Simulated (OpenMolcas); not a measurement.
# One shape, several levels: AlH3F− (SMILES [H][Al-]([H])([H])[F])

Aim: a comparison of 6 runs (HF/STO-3G, B2PLYP/STO-3G, B3LYP/STO-3G, PBE/STO-3G, SVWN5/STO-3G, ACPF/STO-3G) of AlH3F−. 

The results are computed with OpenMolcas 26.06.

1 further run of the same task is left out (for a known fault of the program).

**1. Starting point**

AlH3F− has 5 atoms, charge -1, and is taken as a singlet. SMILES: `[H][Al-]([H])([H])[F]`. Geometry: a GFN2-xTB relaxation, a rough one for these elements and not checked as a minimum.

Bond lengths: Al1–F2 1.696 Å, Al1–H3 1.614 Å, Al1–H4 1.615 Å, Al1–H5 1.614 Å. Angles: F2–Al1–H3 108.1°, F2–Al1–H4 108.2°, F2–Al1–H5 108.2°, H3–Al1–H4 110.7°, H3–Al1–H5 110.8°, H4–Al1–H5 110.8°.

**2. A single-point energy at HF/STO-3G (run 1)**

File mol.xyz:

```xyz
5

Al    -0.000570     0.000210    -0.037540
F      0.011440    -0.019350     1.657940
H      1.529880     0.011490    -0.550320
H     -0.774560     1.332620    -0.519830
H     -0.766190    -1.324970    -0.550240
```

File calc.input:

```
&GATEWAY
 BasLib=$CurrDir
 Coord=mol.xyz
 Basis=STO-3G
 Group=NoSym

&SEWARD

&SCF
 Charge=-1
 Thresholds=1e-10 1e-07 1e-07 1e-05
 PrOrbitals=1 1
```

The basis set STO-3G is read from a file made from the Basis Set Exchange's data (not shown).

Started as:

```console
$ export MOLCAS_MEM=1860
$ pymolcas calc.input > calc.log
```

The log of the run:

```text
--- Start Module: gateway ---
[...]
--- Stop Module: gateway /rc=_RC_ALL_IS_WELL_ ---
--- Start Module: seward ---
[...]
      Basis functions           17
--- Stop Module: seward /rc=_RC_ALL_IS_WELL_ ---
--- Start Module: scf ---
[...]
       Convergence after  12 Iterations
[...]
::    Total SCF energy                               -338.6645562288
[...]
      Total spin, S                                     0.0000000000
[...]
      Total electronic charge=   26.000000
      Total            charge=   -1.000000
[...]
      Dipole Moment (debye):
      Origin of the operator (angstrom)=    0.0039   -0.0070    0.5888
                   X=  1.1343E-02               Y= -2.7865E-02               Z=  2.1573E+00           Total=  2.1575E+00
      Center of Charge (angstrom)
[...]
--- Stop Module: scf /rc=_RC_ALL_IS_WELL_ ---
[...]
```

Wall time 1.6 s (1 thread of Arm Neoverse V1, shared host); peak memory 0.37 GiB.

**3. The energy at B2PLYP/STO-3G (run 2)**

mol.xyz is that of step 2.

File calc.input:

```
* AlFH3 Kohn-Sham DFT
&GATEWAY
BasLib = $CurrDir
Coord = mol.xyz
Basis = STO-3G
Group = NoSym
&SEWARD
GridInput
Grid=UltraFine
End of Grid
&SCF
Charge = -1
KSDFT = B2PLYP_SCF
Thresholds = 1e-10 1e-07 1e-07 1e-05
PrOrbitals = 1 1
&MBPT2
Frozen = 6
```

The basis set STO-3G is read from a file made from the Basis Set Exchange's data (not shown).

Started as:

```console
$ export MOLCAS_MEM=1860
$ pymolcas calc.input > calc.log
```

The log of the run:

```text
--- Start Module: gateway ---
[...]
--- Stop Module: gateway /rc=_RC_ALL_IS_WELL_ ---
[...]
      Basis functions           17
[...]
--- Start Module: scf ---
[...]
       Convergence after  12 Iterations
[...]
::    Total KS-DFT energy                            -339.3087385428
[...]
      Total spin, S                                     0.0000000000
[...]
      Total electronic charge=   26.000000
      Total            charge=   -1.000000
[...]
      Dipole Moment (debye):
      Origin of the operator (angstrom)=    0.0039   -0.0070    0.5888
                   X=  1.2986E-02               Y= -2.9960E-02               Z=  2.3519E+00           Total=  2.3521E+00
      Center of Charge (angstrom)
[...]
--- Stop Module: scf /rc=_RC_ALL_IS_WELL_ ---
[...]
--- Start Module: mbpt2 ---
[...]
 ###    WARNING: MP2 implementation intended for RHF references only         ###
 ###############################################################################
MBPT2 WARNING: Reference function according to RunFile:KS-DFT
I'll assume you know what you're doing and continue
WARNING!
Default frozen orbitals as non valence orbitals is overwritten by user input.
Default values:   3
[...]
       Reference weight ( Cref**2 )         =        0.96150
::    Total MBPT2 energy                             -339.3716245392
[...]
      Total MBPT2 calculations                           0.04      0.04
--- Stop Module: mbpt2 /rc=_RC_ALL_IS_WELL_ ---
[...]
```

Wall time 4.5 s (1 thread of Arm Neoverse V1, shared host); peak memory 0.37 GiB.

Run 3 isn't shown in full; the table further down has it.

**4. The energy at PBE/STO-3G (run 4)**

mol.xyz is that of step 3.

File calc.input:

```
* AlFH3 Kohn-Sham DFT
&GATEWAY
BasLib=$CurrDir
Coord=mol.xyz
Basis=STO-3G
Group=NoSym
&SEWARD
GridInput
Grid=UltraFine
End of Grid
&SCF
Charge=-1
KSDFT=PBE
Thresholds=1e-10 1e-07 1e-07 1e-05
PrOrbitals=1 1
```

The basis set STO-3G is read from a file made from the Basis Set Exchange's data (not shown).

Started as:

```console
$ export MOLCAS_MEM=1860
$ pymolcas calc.input > calc.log
```

The log of the run:

```text
--- Start Module: gateway ---
[...]
--- Stop Module: gateway /rc=_RC_ALL_IS_WELL_ ---
--- Start Module: seward ---
[...]
      Basis functions           17
--- Stop Module: seward /rc=_RC_ALL_IS_WELL_ ---
--- Start Module: scf ---
[...]
       Convergence after  15 Iterations
[...]
::    Total KS-DFT energy                            -339.3238064613
[...]
      Total spin, S                                     0.0000000000
[...]
      Total electronic charge=   26.000000
      Total            charge=   -1.000000
[...]
      Dipole Moment (debye):
      Origin of the operator (angstrom)=    0.0039   -0.0070    0.5888
                   X=  1.5440E-02               Y= -3.3150E-02               Z=  2.6433E+00           Total=  2.6436E+00
      Center of Charge (angstrom)
[...]
--- Stop Module: scf /rc=_RC_ALL_IS_WELL_ ---
[...]
```

Wall time 5.1 s (1 thread of Arm Neoverse V1, shared host); peak memory 0.37 GiB.

Run 5 isn't shown in full; the table further down has it.

**5. A single-point energy at ACPF/STO-3G (run 6)**

mol.xyz is that of step 4.

File calc.input:

```
&gateway
 baslib = $CurrDir
 coord = mol.xyz
 basis = STO-3G
 group = NoSym

&seward

&scf
 charge = -1
 thresholds = 1e-10 1e-07 1e-07 1e-05
 prorbitals = 1 1

&motra
 frozen = 6

&guga
 electrons = 14
 spin = 1
 inactive = 7
 active = 0
 ciall = 1

&cpf
 acpf
```

The basis set STO-3G is read from a file made from the Basis Set Exchange's data (not shown).

Started as:

```console
$ export MOLCAS_MEM=1860
$ pymolcas calc.input > calc.log
```

The log of the run:

```text
--- Start Module: gateway ---
[...]
--- Stop Module: gateway /rc=_RC_ALL_IS_WELL_ ---
[...]
      Basis functions           17
[...]
       Convergence after  12 Iterations
[...]
::    Total SCF energy                               -338.6645562288
[...]
      Total spin, S                                     0.0000000000
[...]
      *** WARNING: Default frozen orbitals is overwritten by user input.
      *** Default values:   3
[...]
--- Start Module: guga ---
[...]
--- Stop Module: guga /rc=_RC_ALL_IS_WELL_ ---
--- Start Module: cpf ---
[...]
      Active orbitals                            0       0
[...]
      Spin quantum number                      0.0
[...]
     FINAL ACPF ENERGY        -338.72792101
     FINAL CORRELATION ENERGY   -0.06336478  REFERENCE ENERGY    -338.66455623
[...]
      Title:  ACPF natural orbitals
[...]
      Total electronic charge=   26.000000
      Total            charge=   -1.000000
[...]
      Dipole Moment (debye):
      Origin of the operator (angstrom)=    0.0039   -0.0070    0.5888
                   X=  1.3074E-02               Y= -2.9844E-02               Z=  2.3604E+00           Total=  2.3606E+00
      Quadrupole Moment (debye*angstrom):
[...]
--- Stop Module: cpf /rc=_RC_ALL_IS_WELL_ ---
[...]
```

Wall time 1.8 s (1 thread of Arm Neoverse V1, shared host); peak memory 0.37 GiB.

**6. All runs side by side**

| run | level | frozen core orbitals | integration grid | energy (Eh) | HOMO energy (eV) | LUMO energy (eV) | HOMO–LUMO gap (eV) | wall time |
| --- | --- | --- | --- | --- | --- | --- | --- | --- |
| 1 | HF/STO-3G | – | – | -338.664556 | -0.99 | 22.08 | 23.07 | 1.6 s |
| 2 | B2PLYP/STO-3G | 6 | UltraFine | -339.325718 | 2.06 | 19.01 | 16.95 | 4.5 s |
| 3 | B3LYP/STO-3G | – | UltraFine | -339.594467 | 4.51 | 16.93 | 12.43 | 4.8 s |
| 4 | PBE/STO-3G | – | UltraFine | -339.323806 | 6.41 | 16.09 | 9.69 | 5.1 s |
| 5 | SVWN5/STO-3G | – | UltraFine | -337.793398 | 6.50 | 16.23 | 9.73 | 4.2 s |
| 6 | ACPF/STO-3G | 6 | – | -338.727921 | -0.99 | 22.08 | 23.07 | 1.8 s |

**7. Summary of results**

| quantity | value |
| --- | --- |
| run 6: total energy | -338.72792 Eh |
| run 6: HOMO energy (Hartree–Fock orbitals) | -0.99 eV |
| run 6: LUMO energy (Hartree–Fock orbitals) | 22.08 eV |
| run 6: HOMO–LUMO gap (to an unbound level, set by the basis) | 23.07 eV |
| run 6: correlation energy (6 core orbitals frozen) | -63.4 mEh |

What this shows: Over runs 1, 2, 3, 4, 5 the HOMO–LUMO gap runs from 9.69 eV (PBE/STO-3G) to 23.07 eV (HF/STO-3G). Exact exchange widens orbital gaps. The empty levels of an anion lie above zero and hang on the basis. For B2PLYP the log adds the whole second-order term; the table takes 0.27 of it, as the functional is defined. Totals of different functionals can't be ranked against each other. In runs 2, 3, 4, 5 the HOMO lies above zero, so the outermost electron may be held by the basis alone. In runs 1, 2, 3, 4, 5, 6 the basis is minimal, so the values are rough. All runs together took 22 s, the longest 5.1 s.
